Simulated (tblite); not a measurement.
CH2F2N (doublet state).
Cartesian coordinates in Å at the GFN2-xTB level; atoms count from 1:
```
atom  x, y, z in Å
N1    -0.7600   -0.0643    0.1751
C2     0.5987    0.0531    0.3477
F3     1.3369   -0.9950   -0.0815
F4     1.1508    1.2037   -0.0997
H5    -1.2347    0.7538   -0.1787
H6    -1.0886   -0.9492   -0.1844
```

Method: GFN2-xTB as coded in tblite; computed harmonic values from a numerical Hessian at the method's own geometry, unscaled. This tight-binding method is rough: wavenumbers can miss measured ones by several per cent, in bad cases by 10 to 20. One conformer, not necessarily the lowest. Open shells enter through the occupations alone, without spin polarisation, and single modes of such species can be off by tens of per cent.

Harmonic wavenumbers (cm⁻¹): 69.2, 392.9, 429.8, 511.8, 597.5, 942.1, 956.2, 1173.9, 1311.7, 1425.9, 3394.4, 3467.9.

A = 10246, B = 10041, C = 5240 MHz; mass 66.016 u (most abundant isotopes); point group Cs, symmetry number 1; spin multiplicity 2.

**Question.** What is the zero-point energy?

**Answer.** Half the sum of the wavenumbers: 7337 cm⁻¹ = 20.98 kcal/mol.

**Question.** Give the ideal-gas entropy at 500 K and 1 bar in the rigid-rotor, harmonic-oscillator model (classical rotation).

**Answer.** Translation 41.07, rotation 25.45, vibration 12.98, spin (R ln 2) 1.38: S = 80.9 cal/(mol K).

**Question.** And Cp and H(500 K) − H(0)?

**Answer.** Cp = 21.01 cal/(mol K), of which vibrations give 13.06 (their classical limit is 12 R = 23.8); H(500 K) − H(0) = 7.37 kcal/mol without the zero-point energy, 3.40 from vibrations.

**Question.** What must be added to the electronic energy to get the Gibbs energy at 500 K and 1 bar?

**Answer.** ZPE + [H(500 K) − H(0)] − T·S = 20.98 + 7.37 − 40.44 = -12.09 kcal/mol.

**Question.** Which modes carry the vibrational entropy at 500 K?

**Answer.** 69.2 cm⁻¹: 5.20; 392.9 cm⁻¹: 1.85; 429.8 cm⁻¹: 1.69; 511.8 cm⁻¹: 1.39; 597.5 cm⁻¹: 1.14; 942.1 cm⁻¹: 0.52 cal/(mol K); the other 6 give 1.20 together.

**Question.** How do the functions run with temperature in this model?

**Answer.** 
| T (K) | S (cal/(mol K)) | Cp (cal/(mol K)) | H − H(0) (kcal/mol) | G − H(0) (kcal/mol) | ln q(vib) |
| --- | --- | --- | --- | --- | --- |
| 50 | 50.5 | 9.4 | 0.43 | -2.10 | 0.15 |
| 100 | 57.3 | 10.3 | 0.92 | -4.81 | 0.47 |
| 298.15 | 71.2 | 16.4 | 3.56 | -17.67 | 1.73 |
| 373.15 | 75.1 | 18.4 | 4.87 | -23.16 | 2.24 |
| 750 | 90.1 | 24.2 | 13.07 | -54.49 | 4.77 |
| 1000 | 97.3 | 26.2 | 19.38 | -77.94 | 6.28 |

q(vib) and H(0) count from the zero-point level.

**Question.** Blend soft modes into free rotors: weight 1/[1 + (100 cm⁻¹/ν̃)⁴] for the oscillator and the rest for a rotor with moment μB/(μ + B), μ = h/(8π²ν), B = 10⁻⁴⁴ kg m². What vibrational entropy results?

**Answer.** 11.79 cal/(mol K) in place of 12.98, which changes −T·S at 500 K by +0.59 kcal/mol.

Hindered rotation and anharmonicity are outside this model. Other conformers, if any are populated, would add a mixing term that is left out.
